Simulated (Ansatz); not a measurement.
Reaction (isomerisation): `CC(=N)CF` → `CC(F)C=N`

Calculated with Ansatz (gas phase, PBE0-D4/def2-TZVP geometries, no zero-point term in ΔE). CBS: MP2 limit from def2 TZ/QZ plus the TZ coupled-cluster correction, frozen cores. Functionals use def2-TZVPP. Each species was taken in one conformer, which may not be the lowest.

```csv
species,r2SCAN-D4 energy (Eh)
`CC(=N)CF`,-272.47550
`CC(F)C=N`,-272.47201
```

Problem. Work out ΔE.

Solution. ΔE = (-272.47201) − (-272.47550) = 0.00349 Eh = +9.2 kJ/mol. CCSD(T)/CBS gives +6.9 kJ/mol.

Largest T1 diagnostic among the species: 0.012.
